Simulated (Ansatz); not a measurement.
A made-up structure of CH3OSi, doublet:

| atom | x (Å) | y (Å) | z (Å) |
| --- | --- | --- | --- |
| O1 | -0.2847 | -0.5754 | 0.1266 |
| C2 | -0.8085 | -1.5075 | -0.6366 |
| Si3 | 0.2468 | 1.0224 | 0.2647 |
| H4 | -0.2971 | -2.4260 | -0.5014 |
| H5 | 0.6519 | 1.8953 | -0.8641 |
| H6 | 0.5370 | 1.5098 | 1.6228 |

It is relaxed with PBE-D4/def2-SVP and then PBE0-D4/def2-TZVP (Ansatz 0.2.0). Atoms count as bonded within 1.22 times the sum of their covalent radii (H–H: 0.88 Å). The end point is not checked to be a true minimum.

**Question.** Does its bonding change? (Judge from chemistry; the calculation decides.)

**Answer.** By the calculation: No: no bond forms or breaks.

Where it ends: The first stage lowers the energy by 0.96 eV in 13 steps. It ends as CH₃OSi ([CH][O][SiH2]):
```xyz
6
angstrom
O -0.3249 -0.5795 0.3633
C -0.3345 -1.2102 -0.7808
Si -0.1200 1.1156 0.3435
H -0.4190 -2.2904 -0.5124
H 0.5213 1.4972 -0.9407
H 0.7225 1.3858 1.5391
```

Labels in which every atom is bracketed show which atoms are joined, not bond orders.

For scale, one of the runs: PBE0-D4/def2-TZVP relaxation, 117 basis functions, launched by `ansatz run in.yaml --threads 2 --pin off --events-out ev --progress --plain --max-ram 4352MiB`. The run took about 91 s on 2 CPU threads of an Arm Neoverse V1 (shared host).
